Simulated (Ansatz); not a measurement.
We consider CsCl-type TlCl, described by HSE06 in Ansatz (PAW).

Settings: plane-wave cutoff 520 eV, 6×6×6 k mesh, finite displacements, scalar-relativistic PAW data made under PBE.

Computed at the level's own relaxed cell.

```
TlCl
1.0
    3.88337     0.00000     0.00000
    0.00000     3.88337     0.00000
    0.00000     0.00000     3.88337
Tl Cl
1 1
Cartesian
  0.00000   0.00000   0.00000
  1.94168   1.94168   1.94168
```

Harmonic phonon frequencies (cm⁻¹; i marks an imaginary mode; at Γ without the LO shift):

```
q point         frequencies
-------  ------------------
Γ                       ___
X        8i 8i 67 71 71 158
M        17i 43 43 53 79 79
R                       ___
```

Q: Some entries are withheld; supply them.

A: 
- Γ, frequencies: 0 0 0 21 21 21
- R, frequencies: 40 40 40 122 122 122

Imaginary modes appear, so the structure is dynamically unstable at this level.

Note: the run finds an imaginary mode (17i cm⁻¹), so the cell is a saddle point at this level.

Ansatz is a program for electronic structure.
